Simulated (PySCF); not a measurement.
All values below come from r2SCAN-D4/def2-TZVP in PySCF 2.14.0. Isolated molecules, 0 K electronic values unless said otherwise. One relaxed conformer stands for a flexible species; it need not be the lowest. Delta-SCF ions had no search for a lower state. Excitations are Tamm–Dancoff values on a coarser integration grid. The basis has no diffuse functions, so Rydberg states are missing or too high.

Reference species (SMILES): `OB(O)F` (H–O–B–F torsion 0°, F–B–O–H torsion 0°) (neutral, multiplicity 1).

```json
{
 "vertical ionisation energy (Delta-SCF)": "12.15 eV",
 "S1–T1 gap (TDA)": "0.35 eV"
}
```

Changed species: `FB(F)F` (0 of 3 F replaced by OH; the reference has 2 of 3 F replaced by OH).

### Question
What does the change do to the vertical ionisation energy (Delta-SCF) and S1–T1 gap (TDA)?

### Answer
the vertical ionisation energy (Delta-SCF) rises by 2.63 eV, to 14.78 eV; the S1–T1 gap (TDA) drops by 0.06 eV, to 0.29 eV.
